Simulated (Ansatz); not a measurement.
# Worked example: the interaction energy

The pair of HF (SMILES F, atoms 1–2) and CH4S (SMILES CS, atoms 3–8), both closed shells, in one local arrangement (a lower one may exist), relaxed at PBE0-D4/def2-TZVP:

F1  (1.146, 0.425, -2.241)
H2  (0.701, -0.196, -1.690)
C3  (-0.045, 0.233, 0.978)
S4  (-0.363, -1.176, -0.109)
H5  (-0.063, 1.168, 0.421)
H6  (0.957, 0.084, 1.380)
H7  (-0.757, 0.257, 1.801)
H8  (-1.575, -0.794, -0.540)
(Å)

Both fragments are computed in the basis of the whole pair.

Ansatz 0.2.0; basis: def2-TZVPPD and def2-QZVPPD; cores frozen in the correlated methods.

Energies in eV:

| quantity | pair | first fragment | second fragment |
| --- | --- | --- | --- |
| Hartree–Fock, triple zeta (X = 3) | -14634.94424 | -2722.89635 | -11911.87120 |
| Hartree–Fock, quadruple zeta (X = 4) | -14635.40134 | -2723.00477 | -11912.22067 |
| MP2 correlation, X = 3 | -17.53389 | -7.47438 | -9.95667 |
| MP2 correlation, X = 4 | -18.89387 | -8.12837 | -10.64783 |
| CCSD(T) correlation, X = 3 | -19.11949 | -7.71316 | -11.31404 |

Question: Work out the interaction energy at the basis limit: extrapolate Hartree–Fock as E(X) = E∞ + A exp(−7.88 √X) and the MP2 correlation as E(X) = E∞ + B X^−2.97 (the exponents that Neese and Valeev fitted for def2-TZVPP and QZVPP, reused here for the diffuse sets), then add CCSD(T) − MP2 in triple zeta.

Answer: Each step is linear, so take the differences first (pair − first fragment − second fragment): Hartree–Fock -0.17669 (X = 3) and -0.17590 (X = 4); MP2 correlation -0.10284 and -0.11767; CCSD(T) correlation -0.09229.
Two points give E∞ = E(4) + w [E(4) − E(3)], with w = 1/(exp(7.88 (2 − √3)) − 1) = 0.1377 for Hartree–Fock and w = 1/((4/3)^2.97 − 1) = 0.7407 for the correlation.
Hartree–Fock: -0.17590 + 0.1377 × 0.00079 = -0.1758 eV.
MP2 correlation: -0.11767 + 0.7407 × (-0.01483) = -0.1287 eV.
CCSD(T) − MP2: -0.09229 − (-0.10284) = 0.0106 eV.
Sum: -0.1758 + (-0.1287) + 0.0106 = -0.2939 eV, or -6.78 kcal/mol. Plain CCSD(T) in triple zeta gives -0.2690 eV, so the larger basis shifts the result by -0.0249 eV.

The T1 diagnostic stays at or below 0.011.

For scale, one of the runs: CCSD(T)/def2-TZVPPD, 213 basis functions, launched by `ansatz run in.yaml --threads 4 --pin off --events-out ev --progress --plain --max-ram 9574MiB`. Time: 47 s of wall clock on 4 CPU threads of an AMD EPYC 7R43; the host was shared. Peak host memory: 3 GiB.
